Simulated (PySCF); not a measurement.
**nitrogen trifluoride: calculation against experiment**

**Experimental background.**

NIST CCCBDB Release 22 (SRD 101), experimental dipoles lists, for the gas: dipole moment (microwave Stark effect) 0.235 D.

The results are set against them at the end.

Compound: nitrogen trifluoride, NF3.
SMILES with atom numbers: `[F:1][N:2]([F:3])[F:4]`

Cartesian coordinates in Å at the PBE0-D3(BJ)/def2-SVP level; atoms count from 1:
```xyz
4
NF3 angstrom
F     -0.5514    1.0728   -0.1658
N      0.0076   -0.0031    0.4329
F     -0.6444   -1.0331   -0.1513
F      1.2262   -0.0619   -0.1488
```

The PySCF runs (gas phase, on this PBE0-D3(BJ)/def2-SVP geometry; no spin–orbit coupling):

```csv
level,job,basis functions,wall time
"PBE0-D3(BJ)/def2-SVP, grid level 1",geometry optimisation from a GFN2-xTB start shaken at random,56,4.4 s
B97-2/pcSseg-2,shieldings,144,3.9 s
BHandHLYP/pcSseg-2,shieldings,144,3.8 s
CAM-B3LYP/pcSseg-2,shieldings,144,5.1 s
"PBE0/6-311+G(2d,p)","shieldings, charges and field gradients",108,3.1 s
PBE0/6-31G,"shieldings, charges and field gradients",36,1.4 s
PBE0/6-31G*,"shieldings, charges and field gradients",56,1.8 s
PBE0/STO-3G,"shieldings, charges and field gradients",20,0.68 s
PBE0/def2-SVP,"shieldings, charges and field gradients",56,1.7 s
PBE0/def2-TZVP,"shieldings, charges and field gradients",124,3.8 s
WP04/pcSseg-2,shieldings,144,4.0 s
wB97X-D/pcSseg-2,shieldings,144,5.2 s
```

Hardware: an Arm Neoverse V1 with one thread, on a shared host.

All basis functions are spherical.

**Comparison with experiment**

**Dipole moment.** Measured: 0.235 D (NIST CCCBDB Release 22 (SRD 101), experimental dipoles).

```csv
level,computed (D),computed − measured (D)
PBE0-D3(BJ)/def2-SVP,0.057,-0.178
B97-2/pcSseg-2,0.144,-0.091
BHandHLYP/pcSseg-2,0.230,-0.005
CAM-B3LYP/pcSseg-2,0.159,-0.076
"PBE0/6-311+G(2d,p)",0.120,-0.115
PBE0/6-31G,0.042,-0.193
PBE0/6-31G*,0.007,-0.228
PBE0/STO-3G,0.565,+0.330
PBE0/def2-SVP,0.057,-0.178
PBE0/def2-TZVP,0.092,-0.143
WP04/pcSseg-2,0.205,-0.030
wB97X-D/pcSseg-2,0.146,-0.089
```

12 of the 13 levels run are shown, the closest and the furthest among them. Closest is BHandHLYP/pcSseg-2 (-0.005 D), furthest PBE0/STO-3G (+0.330 D); one molecule doesn't rank methods. The computed dipoles belong to one fixed geometry; measured ones are averaged over vibrations unless marked μe. Magnitudes are compared, not signs.

No measured geometry was used, and the causes of the misses weren't examined.
